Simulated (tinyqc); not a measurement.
Worked calculation: RHF in the sto-6g basis, for H2O, spin multiplicity 1. One step of it, computed by the program tinyqc.

Problem. Orthogonalisation. S = U s U^T; canonical form X = U s^(-1/2), so that X^T S X = 1. Each column of U has its largest component positive (the first on a tie).

overlap S, order 1O 1s, 1O 2s, 1O 2px, 1O 2py, 1O 2pz, 2H 1s, 3H 1s:
$$\begin{pmatrix}
1.000000 & 0.231145 & 0.000000 & 0.000000 & 0.000000 & 0.059348 & 0.059348 \\
0.231145 & 1.000000 & 0.000000 & 0.000000 & 0.000000 & 0.496522 & 0.496522 \\
0.000000 & 0.000000 & 1.000000 & 0.000000 & 0.000000 & 0.000000 & 0.000000 \\
0.000000 & 0.000000 & 0.000000 & 1.000000 & 0.000000 & 0.313652 & -0.313652 \\
0.000000 & 0.000000 & 0.000000 & 0.000000 & 1.000000 & 0.252833 & 0.252833 \\
0.059348 & 0.496522 & 0.000000 & 0.313652 & 0.252833 & 1.000000 & 0.278170 \\
0.059348 & 0.496522 & 0.000000 & -0.313652 & 0.252833 & 0.278170 & 1.000000
\end{pmatrix}$$

Give: eigenvalues of S; X.

Solution.

eigenvalues of S: [0.3220, 0.3960, 0.8863, 1.0000, 1.0904, 1.3258, 1.9795]

X, order 1O 1s, 1O 2s, 1O 2px, 1O 2py, 1O 2pz, 2H 1s, 3H 1s:
$$\begin{pmatrix}
-0.2831 & 0.0000 & 0.7664 & 0.0000 & -0.6158 & 0.0000 & 0.1424 \\
1.2264 & 0.0000 & -0.3034 & 0.0000 & -0.3005 & 0.0000 & 0.4118 \\
0.0000 & 0.0000 & 0.0000 & 1.0000 & 0.0000 & 0.0000 & 0.0000 \\
0.0000 & 0.9406 & 0.0000 & 0.0000 & 0.0000 & 0.7000 & 0.0000 \\
0.5754 & 0.0000 & 0.6385 & 0.0000 & 0.6485 & 0.0000 & 0.1926 \\
-0.7714 & -0.9056 & -0.1436 & 0.0000 & 0.1160 & 0.3635 & 0.3730 \\
-0.7714 & 0.9056 & -0.1436 & 0.0000 & 0.1160 & -0.3635 & 0.3730
\end{pmatrix}$$
